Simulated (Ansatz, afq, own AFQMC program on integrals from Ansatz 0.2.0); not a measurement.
Where AFQMC and coupled cluster stand for NH2Br, triplet

```yaml
atoms:
  - { symbol: Br, position_ang: [-1.9403, 0.2511, 0.0000] }
  - { symbol: H, position_ang: [-0.1363, 0.2511, 0.0000] }
  - { symbol: N, position_ang: [0.9037, 0.2511, 0.0000] }
  - { symbol: H, position_ang: [1.1728, -0.7532, 0.0000] }
```

Connectivity, by distances: Br ··· NH, 1 bridging H.

Basis cc-pVTZ. Only valence electrons are correlated. AFQMC by an in-house program on the Cholesky factors that Ansatz 0.2.0 writes for its CCSD(T) run. ph-AFQMC/CISD is guided by a CISD state made of CCSD amplitudes; releasing the constraint for a short imaginary time cuts its bias at the price of noise, slowly where states lie close. Error bars are statistical, one sigma. No spin–orbit coupling.

Determinant: UHF, the one that the program's search chose, which needn't be the lowest solution. The geometry is a point of a scan.

No full CI on the walks' own integrals is used here. The released AFQMC energy serves as the reference, which it does only where one determinant dominates, the energy is flat over the last release times and near the phaseless one (40 meV or 2 meV an electron, half that with transition metals). On small molecules, where full CI could be run and the noise was under 10 meV, such values lay within 10 meV of it in 19 cases of 20, a flattering rate, since the rule was set on those same cases; what remains of the bias isn't in the error bar.

Cautions: no relativity below Rb; no spin-orbit coupling; inner d shell frozen; lower spins were not checked; the released value is read at 1.62 1/Eh, later times being too noisy (meV from the phaseless value at times in 1/Eh: -9 ± 5 at 0.24, -14 ± 4 at 0.51, -11 ± 6 at 0.99, -14 ± 8 at 1.62, -21 ± 13 at 2.40).

The T1 diagnostic is 0.0205 and the weight of the determinant in the CISD state is 0.866. The ⟨S²⟩ of the determinant is 2.034 and the size of the correlated space is 14 electrons in 86 orbitals.

| level | correlation energy (eV) |
| --- | --- |
| MP2 | -9.0244 |
| CCSD | -10.0082 |
| CCSD(T) | -10.3518 |

(1) Estimate where phaseless AFQMC with a CISD trial lies against CCSD(T) on the same integrals.

(1) 1.19 ± 0.20 mEh below CCSD(T).

Reference: AFQMC with the constraint released, correlation energy -10.398 ± 0.008 eV.

```csv
level,E − E(reference) (mEh),share of correlation (%)
CCSD(T),1.71 ± 0.30,99.55
ph-AFQMC/CISD,0.52 ± 0.36,99.86
```

A walk keeps the symmetry of its determinant, which the program's search chose and which needn't be the lowest solution, so a lower state of the same spin and another symmetry isn't excluded. Released energies are given only where the last usable release times agree within the noise; a slower fall can still hide under it.
